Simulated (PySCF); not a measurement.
## CF₂⁺, doublet: molecular constants

Level of theory: PySCF, UPBE0, basis C def2-TZVP, F def2-TZVP (no relativity, density fitting).

The structure is a minimum.

| Quantity | Value |
| --- | --- |
| Point group | C2v |
| Bond lengths | C–F 1.214 Å (×2) |
| Bond angles | F–C–F 124.6° |
| Dipole moment about the centre of mass | 1.05 D |
| Highest occupied level (α) | -19.14 eV |
| Spin squared ⟨S²⟩ | 0.753 |
| Heat capacity Cp at 298.15 K | 37.7 J/(mol K) |
| Enthalpy at 298.15 K above 0 K | 10.29 kJ/mol |
| Rotational symmetry number | 2 |
| Principal polarisabilities | 7.9, 8.8, 14.1 bohr³ |
| Lowest empty level (β) | -12.99 eV |
| Entropy at 298.15 K and 1 bar (electronic part: spin only) | 243.9 J/(mol K) |
| Zero-point energy | 22.6 kJ/mol |
| Principal quadrupole moments (Buckingham, traceless) about the centre of mass | -0.84, -0.61, 1.45 D Å |
| Rotational constants | 5.817, 0.3841, 0.3603 cm⁻¹ |

Harmonic modes (masses in u: C 12.000, F 18.998):
```
symmetry  ω (cm⁻¹)  IR (km/mol)  μ (u)
      a1       650         26.4  16.42
      a1      1395         66.3  14.77
      b2      1727          433  13.42
```

In C2v the vibrations span 2a1 + b2. Here b1 is antisymmetric to the molecular plane and b2 lies in it.

Charges (e):
```tsv
atom	Mulliken	Löwdin	polar tensor	spin (Mulliken)	Mayer order to C1
C1	0.68	-0.08	1.34	0.84	–
F2,3	0.16	0.54	-0.17	0.08	1.55
```

Mulliken populations on C1: s 3.19, p 1.86, d 0.24, f 0.03.

Other isomers or separated fragments may lie lower.

The final relaxation and frequency run took 19 s on 4 threads of a shared Arm Neoverse N1 host, with 93 basis functions and 10 gradients; the process peaked at 0.85 GiB.
